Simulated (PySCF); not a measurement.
Species: phosphorus pentafluoride, PF5.
Bonds: F1–P2, P2–F3, P2–F4, P2–F5, P2–F6.

Computed, not measured: PySCF 2.14.0, PBE0-D3(BJ)/def2-SVP geometry optimisation, gas phase.

(1) List the bond lengths and angles at this level.

Answers

(1) 
```json
{"bond": "F1–P2, P2–F6", "length (Å)": "1.594", "order": "single"}
{"bond": "P2–F3, P2–F4, P2–F5", "length (Å)": "1.568", "order": "single"}
```

Bonds in one row agree within 0.01 Å and their mean is given. Orders are formal, as drawn. A selection of angles:
```json
{"angle": "F1–P2–F3", "degrees": "90.0"}
{"angle": "F1–P2–F6", "degrees": "180.0"}
{"angle": "F3–P2–F4", "degrees": "120.0"}
```

The F–P distances run from 1.568 Å (P2–F3, drawn single) to 1.594 Å (P2–F6, drawn single), a spread of 0.026 Å. P2 (phosphorus bonded to 5 F) is trigonal bipyramidal (τ5 = (β − α)/60° = 1.00 from the two widest angles, 180.0° and 120.0° (0 for a square pyramid, 1 for a trigonal bipyramid)).

Point group: D3h (every atom within 0.08 Å of its image). No PBE0-D3(BJ)/def2-SVP frequencies stand behind this structure, so it isn't proved a minimum.
